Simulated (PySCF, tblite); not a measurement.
Isomers of C4H6FP, one GFN2-xTB conformer each. Single-point energies are computed at PBE0/pcSseg-1 (PySCF, gas phase, no added dispersion term), electronic only.

```
   SMILES  GFN2-xTB relative energy (kcal/mol)
FC1=CPCC1                                  0.4
FC1=CCPC1                                  0.0
```

Conformers: `[F:1][C:2]1=[CH:3][PH:4][CH2:5][CH2:6]1` with C2–C3–P4–C5 11°, C3–P4–C5–C6 -20°, P4–C5–C6–C2 24°, F1–C2–C6–C5 164°; `[F:1][C:2]1=[CH:3][CH2:4][PH:5][CH2:6]1` with C2–C3–C4–P5 -15°, C3–C4–P5–C6 19°, C4–P5–C6–C2 -19°, F1–C2–C6–P5 -167°.

What does PBE0/pcSseg-1 give for the same structures?

```json
{"SMILES": "FC1=CCPC1", "PBE0/pcSseg-1 E (Eh)": "-596.75168", "PBE0/pcSseg-1 (kcal/mol)": "0.0", "GFN2-xTB (kcal/mol)": "0.0", "point group": "C1"}
{"SMILES": "FC1=CPCC1", "PBE0/pcSseg-1 E (Eh)": "-596.75154", "PBE0/pcSseg-1 (kcal/mol)": "0.1", "GFN2-xTB (kcal/mol)": "0.4", "point group": "C1"}
```

Both levels put the same isomer lowest. Neighbours under 2.5 kcal/mol apart (FC1=CCPC1 and FC1=CPCC1) can change places with a better method, another conformer or zero-point energy.

Which frontier levels, dipoles and rotational constants go with these structures?

```csv
SMILES,"HOMO (eV, PBE0/pcSseg-1)",LUMO (eV),dipole (D),"A, B, C (MHz)"
FC1=CCPC1,-7.07,0.28,0.79,"5852, 2250, 1701"
FC1=CPCC1,-6.82,0.00,1.54,"5822, 2258, 1698"
```

What happens when harmonic zero-point energies from GFN2-xTB frequencies are added?

```tsv
SMILES	ZPE (kcal/mol)	electronic (kcal/mol)	with ZPE (kcal/mol)
FC1=CCPC1	54.9	0.0	0.0
FC1=CPCC1	55.2	0.1	0.4
```

The zero-point energies span 0.3 kcal/mol. The order is unchanged.

As an exercise, what shares would exp(−E/RT) give at 298.15 K from these electronic energies alone (no entropy, no degeneracies)?

RT = 0.592 kcal/mol: FC1=CCPC1 53.7 %, FC1=CPCC1 46.3 %.
